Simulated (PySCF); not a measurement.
chloromethane (CH3Cl), SMILES CCl. Atoms are numbered in the order given.

```xyz
5

C      0.0000     0.0000    -1.1338
Cl     0.0000     0.0000     0.6606
H      0.8925     0.5153    -1.4756
H      0.0000    -1.0306    -1.4756
H     -0.8925     0.5153    -1.4756
```
Charge 0, spin multiplicity 1.

Coordinates come from a B3LYP-D3(BJ)/def2-TZVP optimisation.

Method: ωB97X/def2-TZVPD (PySCF).

Mulliken values depend strongly on the basis, most of all with diffuse functions as here. ESP charges are fitted to the potential on shells at 1.4 to 2.0 van der Waals radii. Atomic charges (e):

```json
[
 {"atom": "C1", "Mulliken": "-0.53", "meta-Löwdin": "…", "ESP fit": "-0.47"},
 {"atom": "Cl2", "Mulliken": "-0.19", "meta-Löwdin": "…", "ESP fit": "-0.13"},
 {"atom": "H3", "Mulliken": "0.24", "meta-Löwdin": "…", "ESP fit": "0.20"},
 {"atom": "H4", "Mulliken": "0.24", "meta-Löwdin": "…", "ESP fit": "0.20"},
 {"atom": "H5", "Mulliken": "0.24", "meta-Löwdin": "…", "ESP fit": "0.20"}
]
```

### Question
What belongs in the gaps? (Estimate from the structure and the level; the computed values follow.)

### Answer

- C1, meta-Löwdin: -0.29
- Cl2, meta-Löwdin: -0.13
- H3, meta-Löwdin: 0.14
- H4, meta-Löwdin: 0.14
- H5, meta-Löwdin: 0.14
